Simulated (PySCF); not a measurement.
**HF/STO-3G run of AlH (SMILES [AlH])**

Aim: the energy change on altering one bond length of AlH at HF/STO-3G, from 2 runs. 

The results are computed with PySCF 2.14.0.

3 further runs of the same task are left out: 3 set aside as unsound or not needed.

### 1 The molecule

The species is AlH (2 atoms), meant as a singlet with charge 0. SMILES: `[AlH]`. The coordinates come from a PBE0-D4/def2-TZVP relaxation.

Bond lengths: Al1–H2 1.665 Å.

### 2 The energy at HF/STO-3G

job.py

```python
from pyscf import gto, scf

mol = gto.Mole()
mol.atom = [
    ('Al', (-0.000000, 0.000000, -0.025640)),
    ('H', (0.000000, -0.000000, 1.639110)),
]
mol.basis = 'sto-3g'
mol.verbose = 3
mol.max_memory = 1860
mol.build()

calc0 = scf.RHF(mol)
calc0.conv_tol = 1e-10
calc0.kernel()
if not calc0.converged:
    calc0 = calc0.newton().run(calc0.mo_coeff, calc0.mo_occ)

energy = calc0.e_tot
print('E = %.10f Eh' % energy)
```

Started as:

```sh
$ OMP_NUM_THREADS=1 python job.py
```

The log of the run:

```text
converged SCF energy = -239.494794097737
E = -239.4947940977 Eh
```

Run time: 0.48 s. Hardware: 1 thread of Arm Neoverse V2, shared host; peak memory 0.099 GiB.

### 3 The distorted shape at the same level

job.py

```python
from pyscf import gto

mol = gto.M(
    atom='Al -0.000000 0.000000 -0.857990; H 0.000000 -0.000000 1.639110',
    basis='sto-3g',
    verbose=3,
    spin=0,
    max_memory=1860,
)

myscf = mol.RHF()
myscf.conv_tol = 1e-10
myscf.kernel()
if not myscf.converged:
    myscf = myscf.newton().run(myscf.mo_coeff, myscf.mo_occ)

energy = myscf.e_tot
print('E = %.10f Eh' % energy)
```

Started as:

```sh
$ OMP_NUM_THREADS=1 python job.py
```

The log of the run:

```text
converged SCF energy = -239.362386016208
E = -239.3623860162 Eh
```

Wall time 0.58 s (1 thread of Arm Neoverse V2, shared host); peak memory 0.12 GiB.

### 4 Outcome

Level: HF/STO-3G.

| quantity | value |
| --- | --- |
| first shape: total energy | -239.49479 Eh |
| first shape: dipole moment | 1.31 D |
| first shape: HOMO energy | -3.63 eV |
| first shape: LUMO energy | 9.95 eV |
| first shape: HOMO–LUMO gap | 13.58 eV |
| distorted shape: total energy | -239.36239 Eh |
| distorted shape: dipole moment | 5.38 D |
| distorted shape: HOMO energy | -1.97 eV |
| distorted shape: LUMO energy | 8.44 eV |
| distorted shape: HOMO–LUMO gap | 10.41 eV |
| energy change with the Al1–H2 bond stretched from 1.665 to 2.497 Å | 3.603 eV |

One bond (distorted shape) is far stretched, which a spin-restricted single reference describes badly; a broken-symmetry solution may lie lower. With the Al1–H2 bond stretched from 1.665 to 2.497 Å the energy rises by 3.60 eV (83 kcal/mol). The first shape isn't relaxed at this level, so the change isn't measured from a minimum. A restricted reference can't describe the breaking bond well at this length. The minimal basis adds a large error of its own.
